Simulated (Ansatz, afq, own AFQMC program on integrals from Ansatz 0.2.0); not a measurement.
NH2Cl, triplet: AFQMC among the cluster methods

```xyz
4

Cl   -0.8079    0.0197    0.0000
H     0.6621    0.0197    0.0000
N     1.8451    0.0197    0.0000
H     2.1142   -0.9846    0.0000
```

Connectivity, by distances: Cl ··· NH, 1 bridging H.

Basis cc-pVTZ. Only valence electrons are correlated. Integrals, coupled cluster, full CI and functionals: Ansatz 0.2.0; the random walks run on the same integrals in our own AFQMC program. The CISD trial takes its coefficients from CCSD amplitudes. Released means that phaseless walkers are propagated on without the constraint, phases kept. Uncertainties: one standard error, sampling alone.

Determinant: UHF, the one that the program's search chose, which needn't be the lowest solution. The geometry is a point of a scan.

No full CI on the walks' own integrals is used here. The released AFQMC energy serves as the reference, which it does only where one determinant dominates, the energy is flat over the last release times and near the phaseless one (40 meV or 2 meV an electron, half that with transition metals). On small molecules, where full CI could be run and the noise was under 10 meV, such values lay within 10 meV of it in 19 cases of 20, a flattering rate, since the rule was set on those same cases; what remains of the bias isn't in the error bar.

Cautions: lower spins were not checked; the released value is read at 0.99 1/Eh, later times being too noisy (meV from the phaseless value at times in 1/Eh: -31 ± 16 at 0.24, -27 ± 6 at 0.51, -33 ± 6 at 0.99, -30 ± 9 at 1.62, -30 ± 12 at 2.40).

```
T1 diagnostic                               : 0.0191
weight of the determinant in the CISD state : 0.862
⟨S²⟩ of the determinant                     : 2.046
size of the correlated space                : 14 electrons in 86 orbitals
```

Reference: AFQMC with the constraint released, correlation energy -11.312 ± 0.006 eV.

```
        level  E − E(reference) (mEh)  share of correlation (%)
           HF           415.71 ± 0.21                      0.00
          MP2            54.11 ± 0.21                     86.98
         CCSD            16.98 ± 0.21                     95.92
      CCSD(T)             1.94 ± 0.21                     99.53
ph-AFQMC/CISD             1.22 ± 0.26                     99.71
```

A walk keeps the symmetry of its determinant, which the program's search chose and which needn't be the lowest solution, so a lower state of the same spin and another symmetry isn't excluded. Released energies are given only where the last usable release times agree within the noise; a slower fall can still hide under it.
